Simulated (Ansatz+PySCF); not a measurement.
A calculation with Ansatz (development build ahead of 0.2.0).

```yaml
crystal:
  periodic: [false, false, false]
  atoms:
    - { symbol: "N", position_ang: [0.0, 0.0, -0.15702] }
    - { symbol: H, position_ang: [0.0, 0.0, 1.09912] }
basis:
  gaussian: { orbitals: "6-31G" }
magnetization:
  initial_magnetization: 2
hamiltonian:
  xc: hf
correlation:
  method: ccsd_t
  frozen_orbitals: { H: 0, "N": 1 }
scf:
  omitted_lower_state_checks: [atomic_configurations, cluster_reference, orbital_swaps, given_window_search, neighbouring_geometries, increment]
```

The input is written out in the form of the current development build from the run's settings. Correlation on restricted open-shell orbitals is semicanonical, with singles.

Output:

| Quantity | Value |
| --- | --- |
| Converged | yes |
| Reference energy | -54.91424 hartree |
| CCSD correlation energy | -0.08328 hartree |
| Triples correction | -0.00073 hartree |
| Total energy | -54.99826 hartree |
| Spin squared of the determinant | 2.000 |
| Largest doubles amplitude | 0.11 |
| Occupied orbitals by symmetry in an Abelian subgroup (alpha; beta) | 3 A1 1 B1 1 B2; 3 A1 |
